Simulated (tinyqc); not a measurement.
MP2 on RHF in the sto-3g basis, frozen core, for H2O, spin multiplicity 1, step by step. One step of it, computed by the program tinyqc.

Task: Second-order Moller-Plesset energy. E2 = sum_ijab (ia|jb) [2 (ia|jb) - (ib|ja)] / (e_i + e_j - e_a - e_b) over occupied i, j and virtual a, b; the opposite-spin part is (ia|jb)^2 / denominator, the rest is same-spin, and SCS-MP2 scales them by 6/5 and 1/3.

orbital energies (hartree): MO1 -20.254981, MO2 -1.263507, MO3 -0.589270, MO4 -0.468744, MO5 -0.395094, MO6 0.590813, MO7 0.688300

Two-electron integrals over orbitals (pq|rs), unique and non-zero (hartree); the lowest 1 orbital is frozen and left out:
```
(22|22) 0.728600    (32|32) 0.141184    (33|22) 0.643772    (33|33) 0.629121
(42|22) -0.000666   (42|33) 0.005467    (42|42) 0.124497    (43|32) 0.019830
(43|43) 0.049921    (44|22) 0.667294    (44|33) 0.592899    (44|42) -0.101718
(44|44) 0.756721    (52|52) 0.144795    (53|53) 0.028700    (54|52) -0.048737
(54|54) 0.055409    (55|22) 0.747603    (55|33) 0.627417    (55|42) -0.074856
(55|44) 0.716609    (55|55) 0.880159    (62|22) 0.142854    (62|33) 0.078209
(62|42) 0.021315    (62|44) 0.077961    (62|55) 0.155130    (62|62) 0.102082
(63|32) -0.033497   (63|43) -0.028942   (63|63) 0.066193    (64|22) 0.100540
(64|33) 0.046377    (64|42) -0.044416   (64|44) 0.128200    (64|55) 0.126715
(64|62) 0.058950    (64|64) 0.079611    (65|52) 0.056215    (65|54) -0.000087
(65|65) 0.037640    (66|22) 0.619228    (66|33) 0.572134    (66|42) 0.054040
(66|44) 0.554547    (66|55) 0.594604    (66|62) 0.101152    (66|64) 0.047100
(66|66) 0.602888    (72|32) 0.041198    (72|43) -0.036142   (72|63) 0.035090
(72|72) 0.062317    (73|22) 0.137899    (73|33) 0.089569    (73|42) -0.081855
(73|44) 0.151024    (73|55) 0.190388    (73|62) 0.074257    (73|64) 0.087592
(73|66) 0.039778    (73|73) 0.156393    (74|32) -0.079116   (74|43) -0.001728
(74|63) 0.045122    (74|72) -0.015472   (74|74) 0.072307    (75|53) 0.023584
(75|75) 0.023803    (76|32) 0.092961    (76|43) 0.050433    (76|63) -0.058763
(76|72) -0.011626   (76|74) -0.059499   (76|76) 0.110946    (77|22) 0.618594
(77|33) 0.605783    (77|42) -0.011445   (77|44) 0.596911    (77|55) 0.616219
(77|62) 0.065945    (77|64) 0.041287    (77|66) 0.567120    (77|73) 0.085064
(77|77) 0.611503
```

Hartree-Fock energy = -74.96519018 hartree

Give: Terms; Pair energies; MP2 correlation energy; SCS-MP2 correlation energy; MP2 total energy.

Result:

Terms:
```
i  j  a  b  (ia|jb)  (ib|ja)  denominator       term
3  3  7  7   0.1564   0.1564      -2.5551    -0.0096
3  4  7  6   0.0876   0.0451      -2.3371    -0.0049
4  3  6  7   0.0876   0.0451      -2.3371    -0.0049
4  4  6  6   0.0796   0.0796      -2.1191    -0.0030
2  2  6  6   0.1021   0.1021      -3.7086    -0.0028
2  3  6  7   0.0743   0.0351      -3.1319    -0.0027
3  2  7  6   0.0743   0.0351      -3.1319    -0.0027
4  4  7  7   0.0723   0.0723      -2.3141    -0.0023
3  3  6  6   0.0662   0.0662      -2.3602    -0.0019
2  4  6  6   0.0589   0.0589      -2.9139    -0.0012
4  2  6  6   0.0589   0.0589      -2.9139    -0.0012
2  2  7  7   0.0623   0.0623      -3.9036    -0.0010
5  5  6  6   0.0376   0.0376      -1.9718    -0.0007
5  5  7  7   0.0238   0.0238      -2.1668  -2.61e-04
4  2  7  7  -0.0155  -0.0155      -3.1089  -7.70e-05
2  4  7  7  -0.0155  -0.0155      -3.1089  -7.70e-05
3  4  6  7   0.0451   0.0876      -2.3371  -5.12e-05
4  3  7  6   0.0451   0.0876      -2.3371  -5.12e-05
2  3  7  6   0.0351   0.0743      -3.1319   4.57e-05
3  2  6  7   0.0351   0.0743      -3.1319   4.57e-05
```

Pair energies (hartree; pair i-j sums ij and ji):
```
pair  opposite spin  same spin
2-2         -0.0038     0.0000
3-2         -0.0043    -0.0010
3-3         -0.0114     0.0000
4-2         -0.0025     0.0000
4-3         -0.0083    -0.0015
4-4         -0.0053     0.0000
5-5         -0.0010     0.0000
```

MP2 correlation energy = -0.039142 hartree

SCS-MP2 correlation energy = -0.044783 hartree

MP2 total energy = -75.004332 hartree
